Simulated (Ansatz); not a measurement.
**What a trial cell of Nb₂O relaxes into**

These are results of DFT PBE, scalar-relativistic, plane waves, PAW (Ansatz), not measurements. Cutoff 420 eV, Γ-centred k mesh, Gaussian smearing, no spin polarisation in the final step.

The start puts Nb₂O on the cuprite structure type (Pn-3m, No. 224), with Nb in place of Cu, at a guessed volume.

```
CELL_PARAMETERS angstrom
4.46015 0.00000 0.00000
0.00000 4.46015 0.00000
0.00000 0.00000 4.46015
ATOMIC_POSITIONS crystal
Nb 0.25000 0.25000 0.25000
Nb 0.25000 0.75000 0.75000
Nb 0.75000 0.75000 0.25000
Nb 0.75000 0.25000 0.75000
O 0.00000 0.00000 0.00000
O 0.50000 0.50000 0.50000
```

Cell and atoms relax at zero pressure; the relaxation can't lower the symmetry of the start. After a coarse first stage the cell is made exact in the group found at 0.06 Å.

Formation energies are uncorrected and refer to the elements' standard structures at the same level (O₂ as a molecule).

Task: Describe the relaxed structure.

Result: It keeps Pn-3m (No. 224). The result has the cuprite structure. Conventional cell: a = 4.598 Å. Nb has 2 O at 1.99 Å; around O lie 4 Nb at 1.99 Å.

Space group Pn-3m:1 (No. 224). a = 4.598 Å, b = 4.598 Å, c = 4.598 Å, α = 90.00°, β = 90.00°, γ = 90.00°
| atom | site | symmetry | x | y | z |
| --- | --- | --- | --- | --- | --- |
| Nb | 4b | .-3m | 0.2500 | 0.2500 | 0.2500 |
| O | 2a | -43m | 0.0000 | 0.0000 | 0.0000 |

Task: What are its volume, energy, density and gap?

Result: The volume per atom is 16.21 Å³. The density is 6.89 g/cm³. The energy over the elements is -0.91 eV/atom and the gap on the 8×8×8 mesh is 0 eV (a metal).

The final run used a 8×8×8 mesh on its 6-atom cell and 0.10 eV smearing. The k mesh leaves about 4 meV/atom of noise in metals. A structure relaxed within its symmetry needn't be a true minimum.

Cost: 3 runs of about 0.53 core-minutes in all, on Arm Neoverse V1 (shared hosts).